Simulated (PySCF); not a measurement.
Ionisation energies (eV) were calculated with PySCF 2.14 by UHF, PBE, MP2 (valence), in another order, as differences of total energies without spin-orbit coupling. The measured values are between term centres (NIST).

```csv
species,measured,A,B,C
"C (def2-TZVPPD, non-relativistic)",11.262,11.245,11.533,10.802
"N (def2-TZVPPD, non-relativistic)",14.545,14.571,14.717,13.898
"Ru (def2-TZVPPD with the def2 core potential (28 electrons), ECP)",7.365,7.077,7.792,6.301
"Sn⁺ (def2-TZVPPD with the def2 core potential (28 electrons), ECP)",14.282,13.947,14.222,13.749
"Sn (def2-TZVPPD with the def2 core potential (28 electrons), ECP)",7.389,7.144,7.257,6.851
"Ir (def2-TZVPPD with the def2 core potential (60 electrons), ECP)",8.926,8.504,8.903,7.023
"Au (def2-TZVPPD with the def2 core potential (60 electrons), ECP)",9.226,9.067,9.529,7.685
"Hg⁺ (def2-TZVPPD with the def2 core potential (60 electrons), ECP)",18.757,18.625,19.142,17.144
```

Problem. Which column is which method?

Solution. A is MP2 (valence) (mean error -0.20 eV); B is PBE (mean error 0.17 eV); C is UHF (mean error -1.04 eV). Valence MP2 in a finite basis recovers only part of the missing correlation, so it stays below experiment on average. PBE, with gradient corrections, lies close to experiment on average, with errors of both signs. Hartree-Fock lacks the correlation of the electron removed and comes out lowest.
